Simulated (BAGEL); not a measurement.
# HF/STO-3G (density fitting with qzvpp-jkfit) run of C2H2ClO− (SMILES C=C([O-])Cl)

What is the vertical ionisation energy of C2H2ClO− at HF/STO-3G (density fitting with qzvpp-jkfit)? 

Program for the calculation: BAGEL 1.2.2.

### Step 1. The system as given

The species is C2H2ClO− (6 atoms), meant as a singlet with charge -1. As SMILES, `C=C([O-])Cl`. Geometry: relaxed at GFN2-xTB.

Bond lengths: C1–C2 1.328 Å, C2–O3 1.208 Å, C2–Cl4 2.010 Å, C1–H5 1.080 Å, C1–H6 1.072 Å. Angles: C1–C2–O3 141.3°, C1–C2–Cl4 107.1°, O3–C2–Cl4 111.7°, C2–C1–H5 118.1°, C2–C1–H6 123.6°, H5–C1–H6 118.3°.

### Step 2. The energy at HF/STO-3G (density fitting with qzvpp-jkfit)

job.json reads:

```json
{ "bagel" : [

{
  "title" : "molecule",
  "basis" : "sto-3g",
  "df_basis" : "qzvpp-jkfit",
  "angstrom" : true,
  "geometry" : [
    { "atom" : "C", "xyz" : [      -0.147890,       0.728290,      -0.151740 ] },
    { "atom" : "C", "xyz" : [       0.419660,      -0.448040,       0.090190 ] },
    { "atom" : "O", "xyz" : [       1.505550,      -0.967130,       0.191290 ] },
    { "atom" : "Cl", "xyz" : [      -1.065230,      -1.770870,       0.379710 ] },
    { "atom" : "H", "xyz" : [       0.496070,       1.575760,      -0.333680 ] },
    { "atom" : "H", "xyz" : [      -1.208150,       0.881980,      -0.175770 ] }
  ]
},

{ "title" : "hf", "charge" : -1 },

{ "title" : "print", "file" : "orbitals.molden", "orbitals" : true }

]}
```

Command:

```console
BAGEL_NUM_THREADS=1 BAGEL job.json > job.out
```

The log of the run:

```text
* using 1 threads per process

  ===============================================================
  ===============================================================

  *** Geometry ***

  { "atom" : "C", "xyz" : [     -0.279472,      1.376269,     -0.286747 ] },
  { "atom" : "C", "xyz" : [      0.793042,     -0.846673,      0.170434 ] },
  { "atom" : "O", "xyz" : [      2.845077,     -1.827611,      0.361486 ] },
  { "atom" : "Cl", "xyz" : [     -2.012993,     -3.346459,      0.717548 ] },
  { "atom" : "H", "xyz" : [      0.937436,      2.977755,     -0.630564 ] },
  { "atom" : "H", "xyz" : [     -2.283073,      1.666701,     -0.332157 ] },

  Number of auxiliary basis functions:      391

  Since a DF basis is specified, we compute 2- and 3-index integrals:
    o Being stored without compression. Storage requirement is 0.002 GB

  Number of basis functions:       26
  Number of electrons      :       39

    * METHOD: MOLECULE                             0.16

  *** RHF ***

  === Nuclear Repulsion ===
   137.1122749704

      * DIIS with orbital gradients will be used.

  === RHF iteration (sto-3g) ===
      0       -604.13576265          0.02179125           0.02
      1       -604.19600170          0.01495092           0.02
      2       -604.23059472          0.00163066           0.02
      3       -604.23139735          0.00054533           0.02
      4       -604.23149392          0.00012940           0.02
      5       -604.23150573          0.00005154           0.02
      6       -604.23150777          0.00001596           0.02
      7       -604.23150793          0.00000236           0.02
      8       -604.23150793          0.00000089           0.02
      9       -604.23150793          0.00000026           0.02
     10       -604.23150793          0.00000007           0.02
     11       -604.23150793          0.00000002           0.02
     12       -604.23150793          0.00000001           0.02
    * SCF iteration converged.

    * Permanent dipole moment:
           (    0.018230,    -0.278261,     0.058713) a.u.

    * METHOD: HF                                   0.30

    * METHOD: PRINT                                0.01

  ===============================================================
```

It took 0.62 s on 1 thread of Arm Neoverse N1, shared host; peak memory 0.082 GiB.

### Step 3. Doublet neutral C2H2ClO at the same level

input.json reads:

```json
{ "bagel" : [

{
  "title" : "molecule",
  "basis" : "sto-3g",
  "df_basis" : "qzvpp-jkfit",
  "angstrom" : true,
  "geometry" : [
    { "atom" : "C", "xyz" : [      -0.147890,       0.728290,      -0.151740 ] },
    { "atom" : "C", "xyz" : [       0.419660,      -0.448040,       0.090190 ] },
    { "atom" : "O", "xyz" : [       1.505550,      -0.967130,       0.191290 ] },
    { "atom" : "Cl", "xyz" : [      -1.065230,      -1.770870,       0.379710 ] },
    { "atom" : "H", "xyz" : [       0.496070,       1.575760,      -0.333680 ] },
    { "atom" : "H", "xyz" : [      -1.208150,       0.881980,      -0.175770 ] }
  ]
},

{ "title" : "uhf", "charge" : 0, "nopen" : 1 },

{ "title" : "print", "file" : "orbitals.molden", "orbitals" : true }

]}
```

Command:

```console
BAGEL_NUM_THREADS=1 BAGEL input.json > input.out
```

The log of the run:

```text
* using 1 threads per process

  ===============================================================
  ===============================================================

  *** Geometry ***

  { "atom" : "C", "xyz" : [     -0.279472,      1.376269,     -0.286747 ] },
  { "atom" : "C", "xyz" : [      0.793042,     -0.846673,      0.170434 ] },
  { "atom" : "O", "xyz" : [      2.845077,     -1.827611,      0.361486 ] },
  { "atom" : "Cl", "xyz" : [     -2.012993,     -3.346459,      0.717548 ] },
  { "atom" : "H", "xyz" : [      0.937436,      2.977755,     -0.630564 ] },
  { "atom" : "H", "xyz" : [     -2.283073,      1.666701,     -0.332157 ] },

  Number of auxiliary basis functions:      391

  Since a DF basis is specified, we compute 2- and 3-index integrals:
    o Being stored without compression. Storage requirement is 0.002 GB

  Number of basis functions:       26
  Number of electrons      :       39

    * METHOD: MOLECULE                             0.16

  *** Open-shell HF ***

  === Nuclear Repulsion ===
   137.1122749704

      * DIIS with orbital gradients will be used.

  === UHF iteration (sto-3g) ===
      0       -604.10137084          0.05617833           0.03
      1       -604.20699155          0.04627675           0.03
      2       -604.25951675          0.03003768           0.03
      3       -604.30218311          0.00337134           0.03
      4       -604.31037446          0.00253481           0.03
      5       -604.31659680          0.00172547           0.03
      6       -604.31994716          0.00046856           0.03
      7       -604.32000590          0.00020142           0.03
      8       -604.32004673          0.00005307           0.03
      9       -604.32005879          0.00002019           0.03
     10       -604.32006552          0.00000944           0.03
     11       -604.32006917          0.00000533           0.03
     12       -604.32007158          0.00000390           0.03
     13       -604.32007355          0.00000228           0.03
     14       -604.32007403          0.00000083           0.03
     15       -604.32007404          0.00000026           0.03
     16       -604.32007404          0.00000010           0.03
     17       -604.32007404          0.00000004           0.03
     18       -604.32007404          0.00000002           0.03
     19       -604.32007404          0.00000001           0.03
     20       -604.32007404          0.00000001           0.03
    * SCF iteration converged.

    * S^2 (UHF) is 0.9895

    * Permanent dipole moment:
           (   -0.521688,    -1.442741,     0.306912) a.u.

    * METHOD: UHF                                  0.73

    * METHOD: PRINT                                0.01

  ===============================================================
```

It took 1.1 s on 1 thread of Arm Neoverse N1, shared host; peak memory 0.082 GiB.

### Step 4. Results

At HF/STO-3G (density fitting with qzvpp-jkfit):

| quantity | value |
| --- | --- |
| singlet C2H2ClO−: total energy | -604.23151 Eh |
| singlet C2H2ClO−: HOMO energy | 0.30 eV |
| singlet C2H2ClO−: LUMO energy | 15.54 eV |
| singlet C2H2ClO−: HOMO–LUMO gap (to an unbound level, set by the basis) | 15.25 eV |
| doublet neutral C2H2ClO: total energy | -604.32007 Eh |
| doublet neutral C2H2ClO: dipole moment | 3.98 D |
| doublet neutral C2H2ClO: ⟨S²⟩ | 0.990 |
| vertical detachment energy (to the doublet neutral) | -2.410 eV |

In words: The species is unbound against losing an electron at this level, by 2.41 eV (−56 kcal/mol); missing correlation or diffuse functions can give that sign where the real anion is bound. In a minimal basis such a difference can be off by several eV, whatever the method. The HOMO (singlet C2H2ClO−) lies at positive energy, 0.30 eV: the electron is unbound at this level or held by a compact basis; values depend on the basis. ⟨S²⟩ (doublet neutral C2H2ClO) is 0.99 where a pure doublet has 0.75: the reference is spin-contaminated.
